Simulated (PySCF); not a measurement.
**Computed NMR parameters against published values**

Molfile (atoms numbered from 1):
```
C3H7NO
     RDKit          3D

 12 11  0  0  0  0  0  0  0  0999 V2000
   -1.6875   -0.1278   -0.1677 C   0  0  0  0  0  0  0  0  0  0  0  0
   -0.2238   -0.5467   -0.1715 C   0  0  0  0  0  0  0  0  0  0  0  0
    0.6954    0.6205    0.1545 C   0  0  0  0  0  0  0  0  0  0  0  0
    2.0116    0.2872    0.1530 N   0  0  0  0  0  0  0  0  0  0  0  0
    0.3198    1.7428    0.3950 O   0  0  0  0  0  0  0  0  0  0  0  0
   -1.8538    0.6533   -0.9046 H   0  0  0  0  0  0  0  0  0  0  0  0
   -1.9606    0.2672    0.8071 H   0  0  0  0  0  0  0  0  0  0  0  0
   -2.3281   -0.9754   -0.3989 H   0  0  0  0  0  0  0  0  0  0  0  0
    0.0561   -0.9393   -1.1521 H   0  0  0  0  0  0  0  0  0  0  0  0
   -0.0515   -1.3334    0.5672 H   0  0  0  0  0  0  0  0  0  0  0  0
    2.3294   -0.6452   -0.0391 H   0  0  0  0  0  0  0  0  0  0  0  0
    2.6941    0.9961    0.3634 H   0  0  0  0  0  0  0  0  0  0  0  0
  1  2  1  0
  2  3  1  0
  3  4  1  0
  3  5  2  0
  1  6  1  0
  1  7  1  0
  1  8  1  0
  2  9  1  0
  2 10  1  0
  4 11  1  0
  4 12  1  0
M  END
```

Theoretical values (PySCF 2.14): NMR shieldings at PBE0/pcSseg-1/GIAO, geometry: GFN2-xTB. Non-relativistic, no solvent model, rapidly exchanging positions averaged, one computed conformer.

Reference values: measured (solution, not stated per compound (mostly CDCl3 or CCl4); Pretsch, Buehlmann, Badertscher, Structure Determination of Organic Compounds, 4th ed. (2009)).
| atoms | quantity | reference | computed | computed, scaled |
| --- | --- | --- | --- | --- |
| C2 | δ 13C | 29.0 | 29.4 | 26.6 |
| C1 | δ 13C | 9.7 | 10.2 | 7.7 |
| H9/H10 | δ 1H | 2.23 | 2.05 | 2.04 |
| H6/H7/H8 | δ 1H | 1.13 | 1.12 | 1.16 |

Computed shifts are σ(ref) − σ with the named reference compound (TMS for H and C) calculated as an isolated molecule at the same level. The measured values may be among those fitted. Scaled to experiment by linear calibration (H and C: mostly CDCl3 data, vs TMS): 13C (scatter 2.1 ppm rms, 2.3 ppm with the 2 outliers that the fit left out); 1H (scatter 0.16 ppm rms, 0.17 ppm with the 2 outliers that the fit left out). A few per cent of atoms miss by over 2 rms, more outside the fitted compound classes. Hydrogens on heteroatoms aren't scaled, only referred to computed TMS.

Q: How far are the unscaled 13C shifts from the references?

A: Mean signed difference +0.45 ppm, mean absolute 0.45 ppm over 2 comparisons; the largest is +0.5 ppm at C1 (methyl carbon).

Q: How far are the unscaled 1H shifts from the references?

A: Mean signed difference -0.09 ppm, mean absolute 0.09 ppm over 2 comparisons; the largest is -0.18 ppm at H9/H10 (hydrogen on an sp3 CH2 α to a carbonyl).
